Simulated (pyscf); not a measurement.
`[CH3]` [doublet] + `[CH3][SiH2][Cl]` → `[CH4]` + `[CH3][SiH][Cl]` [doublet] (hydrogen abstraction; doublet surface; H–Si broken, C–H formed). Single points on ωB97X-D3(BJ)/def2-SVP structures (PySCF, gas phase). Rate constants from transition-state theory, ωB97M-D3(BJ)/def2-TZVP energies (ideal gas, 1 atm, RRHO with modes under 100 cm⁻¹ raised to 100, one conformer, R ln 2 for rigid chiral ones; no tunnelling), k in cm³ molecule⁻¹ s⁻¹.

```csv
T (K),1000/T,log10 k
298,3.354,-18.69
600,1.667,?
900,1.111,-13.85
1200,0.833,-13.04
```

Q: Fit an Arrhenius line to the three values, give the activation energy, and predict k at 600 K.

A: Least squares gives log10 k = -11.29 − 2.21 × 1000/T, so Ea = 2.21 × ln 10 × 1.987 = 10.1 kcal/mol, against an electronic barrier of 8.0. At 600 K the line gives -14.97; the computed value is -15.24 (ΔG‡ = 25.4 kcal/mol), a factor 1.8 under the line, since the plot is curved. One saddle was located; it need not be the lowest between these sides. The angle at the transferred H is 171°.
